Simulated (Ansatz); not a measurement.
# [AlH2···H···NH], triplet: the ladder up to UCCSDT(Q)

Geometry: a point of a hydrogen-transfer path between rigid fragments, not a stationary point.

| atom | x (Å) | y (Å) | z (Å) |
| --- | --- | --- | --- |
| Al | -0.9998 | 0.0225 | 0.0000 |
| H | -1.7928 | 1.3959 | 0.0000 |
| H | -1.7928 | -1.3509 | 0.0000 |
| H | 0.7332 | 0.0225 | 0.0000 |
| N | 1.9702 | 0.0225 | 0.0000 |
| H | 2.2392 | -0.9817 | 0.0000 |

Basis cc-pVDZ; Ansatz 0.2.0. Only valence electrons are correlated (noble-gas cores frozen), which leaves 12 electrons in 46 orbitals. Prefix R: restricted or restricted open-shell reference; prefix U: unrestricted. Active spaces: pair = (4e, 4o) about the gap.

Full CI isn't at hand for all of this; UCCSDT(Q) serves as the reference, and is uncertain by about the last step of the cluster series. The frozen core follows each run's orbitals, which can shift R against U totals by a few meV.

For open shells CISD is restricted-active-space CI with the open shells as a complete middle space.

- UHF ⟨S²⟩: 2.043
- T1 diagnostic (RCCSD): 0.0225
- largest doubles amplitude (RCCSD): 0.025
- T1 diagnostic (UCCSD): 0.0182

```
                level  E − E(UCCSDT(Q)) (mEh)  share of correlation (%)  wall time
                  RHF                  268.42                      0.00          –
                  UHF                  255.00                      5.00          –
                 RMP2                   44.88                     83.28          –
                 UMP2                   48.44                     81.96          –
                 CISD                   26.98                     89.95      4.1 s
                RCCSD                    6.82                     97.46          –
                UCCSD                    6.50                     97.58          –
             RCCSD(T)                    1.39                     99.48      2.7 s
             UCCSD(T)                    1.42                     99.47      2.3 s
              BCCD(T)                    1.41                     99.48        3 s
               RCCSDT                    0.42                     99.84          –
               UCCSDT                    0.37                     99.86          –
            RCCSDT(Q)                    0.03                     99.99       51 s
  CASSCF (pair space)                  242.18                      9.78          –
  MRCISD (pair space)                   23.31                     91.32          –
MRCISD+Q (pair space)                    2.45                     99.09      2.1 s
```

The correlation energy at UCCSDT(Q), counted from RHF, is -7.304 eV. That run took 45 s on 1 thread of Arm Neoverse V2, shared host.

Times hold each run's SCF and search for its determinant on a shared host, so for small cases they say little of a method's own cost; they ran on 1 thread of Arm Neoverse V2.
